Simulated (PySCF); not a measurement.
formaldehyde cation (CH₂O), SMILES C=O (connectivity only; charge and spin as stated), charge +1, multiplicity 2. Atoms are numbered in the order given.

```xyz
4

C      0.0000     0.0000    -0.5229
O      0.0000     0.0000     0.6638
H      0.0000     0.9680    -1.0865
H      0.0000    -0.9680    -1.0865
```
Charge +1, spin multiplicity 2.

Coordinates come from a B3LYP-D3(BJ)/def2-TZVPD optimisation. The multiplicity is an assumed one; other spin states were not compared.

Two levels are set side by side: PBE/pcH-1 (PySCF) and B3LYP/pcH-1 (PySCF). Contact hyperfine couplings, same geometry. Differences are taken from unrounded values.

```tsv
quantity	PBE
A(iso) of 13C, atom C1 (MHz)	-85.8
A(iso) of 17O, atom O2 (MHz)	-24.2
A(iso) of 1H, atom H3 (MHz)	385.7
A(iso) of 1H, atom H4 (MHz)	385.7
```

**Question.** These are the PBE values. What does B3LYP give? (The exact figures need the calculation; the answer reports its results.)

**Answer.** 
| quantity | B3LYP | PBE minus B3LYP |
|---|---|---|
| A(iso) of 13C, atom C1 (MHz) | -98.2 | 12.4 |
| A(iso) of 17O, atom O2 (MHz) | -47.6 | 23.3 |
| A(iso) of 1H, atom H3 (MHz) | 372.4 | 13.3 |
| A(iso) of 1H, atom H4 (MHz) | 372.4 | 13.3 |

Rough cost on one machine, each run with all the roots and properties that it gave: B3LYP against PBE within a factor of 2.
